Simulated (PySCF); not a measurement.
Charge-transfer reorganisation: SMILES Fc1nncs1, C2HFN2S

Cartesian coordinates in Å; atom numbers follow the order of the lines, from 1:
```xyz
7

F     2.4179    0.3439    0.4152
C     1.1497    0.1168    0.1989
N     0.5966   -1.0269    0.3786
N    -0.7210   -1.0019    0.0807
C    -1.1360    0.1569   -0.3156
S     0.0994    1.3774   -0.3624
H    -2.1673    0.3643   -0.5983
```

Theory: UKS PBE0/def2-SVPD four-point reorganisation energy, gas phase in PySCF. Geometry: PBE0/def2-SVPD.

What is the inner reorganisation energy for hole transfer, with the ionisation energy?

λ = 0.431 (surface of the oxidised species) + 0.405 (surface of the starting species) = 0.836 eV. The ionisation energy is 10.39 eV vertical and 9.96 eV adiabatic without zero-point energy; at the relaxed geometry of the oxidised species the two energies differ by 9.55 eV. Largest bond changes: N3–N4 1.351 → 1.244 Å, F1–C2 1.306 → 1.271 Å, C2–N3 1.283 → 1.306 Å, S6–C2 1.734 → 1.744 Å, C5–S6 1.737 → 1.732 Å. ⟨S²⟩ of the relaxed oxidised species 0.758.
